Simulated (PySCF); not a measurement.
Gas-phase reaction: 2 SiH2 + 5 C2H4 + Cl2 = 2 (CH3)3SiCl + C4H6 (butadiene)

Computed with PySCF and rigid-rotor harmonic-oscillator thermochemistry at 1 bar. † marks an energy on the PBE0/def2-TZVP geometry and frequencies; other levels use their own. MP2 and CCSD(T) freeze the core. 6-31G* has spherical d functions here. All species are closed-shell singlets. B3LYP is the form with VWN-RPA correlation. MP2 isn't extrapolated to the basis-set limit; its ΔH°(298 K) is -1426.4 kJ in def2-SVP and -1469.2 kJ in def2-TZVPP. CCSD(T) isn't extrapolated to the basis-set limit. The harmonic model lacks anharmonicity and excited electronic states, which grow with temperature; levels with a mode under 35 cm⁻¹ are left out. Internal rotation in (CH3)3SiCl, C4H6 (butadiene) is treated as a harmonic vibration of one conformer, which makes the entropy rough.

| level | ΔE electronic, kJ | ΔH°(298 K), kJ | ΔS°(298 K), J/K | ΔG°(1000 K), kJ |
|---|---|---|---|---|
| B3LYP/6-31G* | -1379 | -1312 | -732 | -601 |
| CCSD(T)/def2-SVP† | -1369 | -1307 | -731 | -599 |
| HF/6-31G* | -1356 | -1291 | -740 | -573 |
| HF/def2-TZVP† | -1320 | -1258 | -731 | -550 |
| MP2/def2-SVP† | -1488 | -1426 | -731 | -719 |
| PBE/def2-TZVP† | -1420 | -1358 | -731 | -651 |
| PBE0/def2-SVP† | -1513 | -1451 | -731 | -743 |
| r2SCAN/def2-TZVP† | -1526 | -1464 | -731 | -756 |
ΔH° is lowest at r2SCAN/def2-TZVP† and highest at HF/def2-TZVP†. No reference value is set beside these.
